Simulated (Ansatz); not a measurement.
**Ru⁺, quartet: from triple and quadruple zeta to the limit**

A free Ru cation.

Ansatz 0.2.0, UHF determinant, valence electrons correlated, core potentials past Kr. Energies in eV.

```
       set  X  functions  Hartree–Fock  MP2 correlation  CCSD(T) correlation                                                                                                            time
def2-TZVPP  3         56    -2554.9276          -4.1770              -4.4083           4.1 s on 1 × NVIDIA H100 80GB HBM3 with 1 thread of AMD EPYC 7R13 Processor (Zen 3), on a shared host
def2-QZVPP  4         88    -2554.9803          -4.4643              -4.6919  6 s on 1 × NVIDIA H100 80GB HBM3 with 1 thread of AMD EPYC 7R13 Processor (Zen 3), with other jobs on the host
```

Hartree–Fock is taken to follow E(X) = E∞ + A·exp(−7.88·√X), correlation E(X) = E∞ + B·X^−2.97.

Cautions: no spin-orbit coupling; outer-core shells of the metal frozen.

Question: Work out the CCSD(T) energy at the limit, and how far the shortcut misses it that extrapolates MP2 and adds CCSD(T) minus MP2 from the smaller set.

Answer: Hartree–Fock: E∞ = E4 + 0.1377·(E4 − E3) = -2554.9876. Correlation: E∞ = E4 + 0.7407·(E4 − E3) = -4.9020 for CCSD(T) and -4.6772 for MP2. The limit is -2559.8896 eV, 0.217 eV below def2-QZVPP. The shortcut gives a correlation energy of -4.6772 + (-0.2313) = -4.9085, 6 meV lower than the direct value.

The exponents were fitted on light atoms, and def2 sets of heavy atoms don't grow evenly, so the limit is rough here.
